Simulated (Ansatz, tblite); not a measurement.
# OsO4: removing an electron

The task here is to estimate one member of a computed series from the others.

The runs use Ansatz 0.2.0, Gaussian basis; as each input shows.

The runs, in order: charge +1 doublet, at the geometry of the singlet (PBE0-D4/def2-TZVP, PBE-D4/def2-TZVP, r2SCAN-D4/def2-TZVP, B97M-V/def2-TZVP, HF/def2-TZVP, CAM-B3LYP-D4/def2-TZVP, ωB97M-V/def2-TZVP, BHLYP-D4/def2-TZVP); charge +1 doublet, relaxed (PBE0-D4/def2-TZVP, PBE-D4/def2-TZVP); the starting singlet's energies come from earlier runs.

### The structure

The singlet was relaxed beforehand with PBE0-D4/def2-SVP.

5 atoms, charge 0, spin multiplicity 1.

Atoms are counted from 1 here; the program's logs count them from 0.

Bond lengths: Os1–O2 1.693 Å, Os1–O3 1.693 Å, Os1–O4 1.693 Å, Os1–O5 1.693 Å. Angles: O2–Os1–O3 109.5°, O2–Os1–O4 109.5°, O2–Os1–O5 109.5°, O3–Os1–O4 109.5°, O3–Os1–O5 109.5°, O4–Os1–O5 109.5°.

Coordinates:

```
Os    0.00000    0.00000    0.00000
O     0.01066   -0.01815    1.69238
O     1.59210    0.01057   -0.57414
O    -0.80521    1.38565   -0.54427
O    -0.79755   -1.37806   -0.57396
```

Formally the metal is d0. Os takes a core potential in the def2 sets. No spin-orbit coupling is included.

Set-up of the first run:

Input file in.yaml:

```yaml
crystal:
  periodic: [false, false, false]
  atoms:
    - {symbol: Os, position_ang: [-0.000003, 0.000003, 0.000002]}
    - {symbol: O, position_ang: [0.010660, -0.018154, 1.692383]}
    - {symbol: O, position_ang: [1.592104, 0.010570, -0.574144]}
    - {symbol: O, position_ang: [-0.805207, 1.385649, -0.544271]}
    - {symbol: O, position_ang: [-0.797554, -1.378057, -0.573960]}
basis:
  gaussian: {orbitals: def2-SVP}
total_charge: 1
magnetization: {spin_polarized: true, initial_magnetization: 1}
hamiltonian: {xc: pbe0, dispersion: d4}
output: {orbitals: {seedname: orbitals}}
```

The run is started by

```bash
> ansatz run in.yaml --threads 2 --pin off --events-out ev --progress --plain --max-ram 4352MiB
```

Among the steps run: Charge +1 doublet at the fixed geometry, first pass, PBE0-D4/def2-SVP; Charge +1 doublet at the fixed geometry, PBE0-D4/def2-TZVP; Charge +1 doublet at the fixed geometry, PBE-D4/def2-TZVP; Charge +1 doublet at the fixed geometry, r2SCAN-D4/def2-TZVP; Charge +1 doublet at the fixed geometry, B97M-V/def2-TZVP; Charge +1 doublet at the fixed geometry, HF/def2-TZVP; Charge +1 doublet at the fixed geometry, CAM-B3LYP-D4/def2-TZVP; Charge +1 doublet at the fixed geometry, ωB97M-V/def2-TZVP; Charge +1 doublet at the fixed geometry, BHLYP-D4/def2-TZVP.

One of the session's tables, all rows but one given; the rest of the session is left out.

It belongs to the step «Vertical ionisation energy». Beside −ε(HOMO) of the starting state:

```
                 level  −ε(HOMO) (eV)  by difference (eV)  mismatch (eV)
      PBE-D4/def2-TZVP           8.95               12.38          -3.43
   r2SCAN-D4/def2-TZVP           9.35               12.55          -3.20
      B97M-V/def2-TZVP              ?                   ?              ?
     PBE0-D4/def2-TZVP          10.56               12.65          -2.09
    BHLYP-D4/def2-TZVP          12.10               12.48          -0.38
CAM-B3LYP-D4/def2-TZVP          11.98               12.82          -0.84
     ωB97M-V/def2-TZVP          12.83               12.72          +0.10
```

Q: Estimate the row for B97M-V/def2-TZVP from the others.

As computed: −ε(HOMO) (eV): 9.39; by difference (eV): 12.53; mismatch (eV): -3.14. In the column «−ε(HOMO) (eV)» it lies between r2SCAN-D4/def2-TZVP (9.35) and PBE0-D4/def2-TZVP (10.56).
